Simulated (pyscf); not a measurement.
PySCF, gas phase, ωB97X-D3(BJ)/def2-SVP geometries. MP2 and CC: frozen core, UHF for open shells. ΔMP2 is the change of the MP2 total energy from the triple- to the quadruple-zeta basis.

Task: What is the homolytic dissociation enthalpy (298 K, CCSD(T)/def2-TZVPP + ΔMP2(QZVPP)) of the F–Zn bond of `[F][Zn][Cl]`, to F• + [Cl–Zn]•?

Result: F–Zn to F• + [Cl–Zn]•: 5.32 eV. The CCSD(T) − MP2 part came from Ansatz, without density fitting, on the same reference. The frozen core leaves the outer d or s,p core shells of the metals and heavy elements correlated in the MP2 and CC values, and def2-TZVPP describes them poorly, which can shift differences by a few kcal/mol. Left out: the spin-orbit lowering of F. The term symbol of open-shell Cl–Zn was not checked; spin-orbit terms are left out. Elements up to Kr have no core potential and no relativistic terms here.
